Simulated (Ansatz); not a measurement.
# singlet PO+: levels of theory compared

We compute a comparison of 6 runs (CAM-B3LYP/STO-3G, PBE0/STO-3G, wB97M-V/STO-3G, RPA@PBE/STO-3G, BCCD(T)/STO-3G, CCSDT/STO-3G) of singlet PO+. 

The calculation is run with Ansatz 0.2.0.

36 further runs of the same task are left out: 5 that didn't finish, 31 set aside as unsound or not needed.

## (1) The molecule

PO+ has 2 atoms, charge +1, and is taken as a singlet. SMILES of the parent species: `O=[P]`. The coordinates come from a PBE0-D4/def2-TZVP relaxation. That shape belongs to the parent species and isn't relaxed for this state.

Bond lengths: O1–P2 1.474 Å.

## (2) The energy at CAM-B3LYP/STO-3G (run 1)

The input, molecule.yaml:

```yaml
crystal:
  periodic: [false, false, false]
  atoms:
    - {symbol: O, position_ang: [0.000000, -0.000000, -0.009450]}
    - {symbol: P, position_ang: [-0.000000, 0.000000, 1.464540]}
basis:
  gaussian:
    orbitals: STO-3G
total_charge: 1
hamiltonian:
  xc: {name: CAM-B3LYP}
accuracy: high
```

On the command line:

```sh
$ ansatz run molecule.yaml --threads 1 --pin off --max-ram 3480MiB --events-out events.jsonl --progress --plain --runs-dir runs
```

What it wrote:

```text
Warning: RAYON_NUM_THREADS=1 ignored (pool sized by the plan → 1); use --threads N
Functional definition: CAM-B3LYP
  name "CAM-B3LYP"
  parameter alpha = 0.19
  parameter beta = 0.46
  parameter omega = 0.33/bohr
  parameter ac = 0.81
  exchange = (1 - alpha - beta)*b88_x + beta*b88_x_sr(omega) + alpha*exact_x + beta*exact_x_lr(omega)
  correlation = (1 - ac)*vwn5_c + ac*lyp_c
224 factors; integrals over basis functions are off by at most 1.2e-8 eV
100 factors; integrals over basis functions are off by at most 6.2e-10 eV
mean field evaluation 1: about -11178.3299 eV, gradient 5.7e1 eV
mean field evaluation 2: about -11107.4961 eV, gradient 1.4e2 eV
mean field evaluation 4: about -11193.2899 eV, gradient 2.2e0 eV
mean field evaluation 8: about -11193.3030 eV, gradient 3.2e-3 eV
mean field evaluation 16: about -11193.2880 eV, gradient 8.3e-7 eV
mean field -11193.28799849 eV, -411.3457468616 hartree, gradient 6.6e-8 eV, S^2 0.000000; 0 other end points of the search recorded, 0 dependent functions left out
reference -11193.28800687 eV, -411.3457471695 hartree; 11, 11 occupied and 3, 3 virtual orbitals, 224 factors
Total energy: -11193.28800687 eV, -411.3457471695 hartree
```

Wall time 0.46 s (1 thread of Intel Xeon Platinum 8488C (Sapphire Rapids), shared host).

## (3) The energy at PBE0/STO-3G (run 2)

The input, input.yaml:

```yaml
basis:
  gaussian:
    orbitals: STO-3G
crystal:
  periodic: [false, false, false]
  atoms:
    - {symbol: O, position_ang: [0.000000, -0.000000, -0.009450]}
    - {symbol: P, position_ang: [-0.000000, 0.000000, 1.464540]}
hamiltonian:
  xc: {name: PBE0}
total_charge: 1
accuracy: high
```

On the command line:

```sh
$ ansatz run input.yaml --threads 1 --pin off --max-ram 3480MiB --events-out events.jsonl --progress --plain --runs-dir runs
```

What it wrote:

```text
Warning: RAYON_NUM_THREADS=1 ignored (pool sized by the plan → 1); use --threads N
Functional definition: PBE0
  name "PBE0"
  parameter a = 0.25
  parameter kappa = 0.804
  parameter beta = 0.06672455060314922
  exchange = (1 - a)*pbe_x(kappa = kappa, mu = beta*pi^2/3) + a*exact_x
  correlation = pbe_c(beta = beta)
224 factors; integrals over basis functions are off by at most 1.2e-8 eV
mean field evaluation 1: about -11173.8847 eV, gradient 5.8e1 eV
mean field evaluation 2: about -11085.8889 eV, gradient 1.4e2 eV
mean field evaluation 4: about -11188.0542 eV, gradient 2.2e1 eV
mean field evaluation 8: about -11188.0637 eV, gradient 2.2e1 eV
mean field evaluation 16: about -11189.4717 eV, gradient 7.5e-9 eV
mean field -11189.47168713 eV, -411.2055000059 hartree, gradient 7.6e-9 eV, S^2 0.000000; 0 other end points of the search recorded, 0 dependent functions left out
reference -11189.47168790 eV, -411.2055000340 hartree; 11, 11 occupied and 3, 3 virtual orbitals, 224 factors
Total energy: -11189.47168790 eV, -411.2055000340 hartree
```

It took 0.46 s on 1 thread of Intel Xeon Platinum 8488C (Sapphire Rapids), shared host.

Runs 3 to 5 aren't shown in full; the table further down has their settings and results.

## (4) The energy at CCSDT/STO-3G (run 6)

The input, input.yaml:

```yaml
crystal:
  periodic: [false, false, false]
  atoms:
    - {symbol: O, position_ang: [0.000000, -0.000000, -0.009450]}
    - {symbol: P, position_ang: [-0.000000, 0.000000, 1.464540]}
basis:
  gaussian:
    orbitals: STO-3G
total_charge: 1
correlation:
  method: ccsdt
  frozen_orbitals: {O: 1, P: 5}
accuracy: high
scf:
  omitted_lower_state_checks: [cluster_reference, increment]
```

On the command line:

```sh
$ ansatz run input.yaml --threads 1 --pin off --max-ram 3480MiB --events-out events.jsonl --progress --plain --runs-dir runs
```

What it wrote:

```text
Warning: RAYON_NUM_THREADS=1 ignored (pool sized by the plan → 1); use --threads N
[... 11 lines left out ...]
6 core orbitals not correlated: weight in the atoms' cores, before any rotation towards them, 1.000 or more for the frozen orbitals, at most 0.000 for the correlated occupied ones
[... 24 lines left out ...]
Total energy: -11175.05304154 eV, -410.6756245535 hartree
Checks for a lower state left out: cluster_reference, increment
```

Run time: 0.27 s. Hardware: 1 thread of Intel Xeon Platinum 8488C (Sapphire Rapids), shared host.

## (5) The series

```
run             level  frozen core orbitals  energy (Eh)  wall time
  1  CAM-B3LYP/STO-3G                     –  -411.345747     0.46 s
  2       PBE0/STO-3G                     –  -411.205500     0.46 s
  3    wB97M-V/STO-3G                     –  -411.446449      3.6 s
  4    RPA@PBE/STO-3G                     6  -410.728361     0.56 s
  5    BCCD(T)/STO-3G                     6  -410.674410      0.3 s
  6      CCSDT/STO-3G                     6  -410.675625     0.27 s
```

## (6) Summary of results

| quantity | value |
| --- | --- |
| run 6: total energy | -410.67562 Eh |
| run 6: correlation energy (6 core orbitals frozen) | -179.8 mEh |
| run 6: T1 diagnostic | 0.026 |

What this shows: Totals of different functionals can't be ranked against each other. In runs 5, 6 the log says that unrestricted orbitals would lower the reference, so the values rest on an unstable closed-shell determinant (other closed-shell runs at this shape may share the fault). In runs 1, 2, 3, 4, 5, 6 the basis is minimal, so the values are rough. All runs together took 5.7 s, the longest 3.6 s.
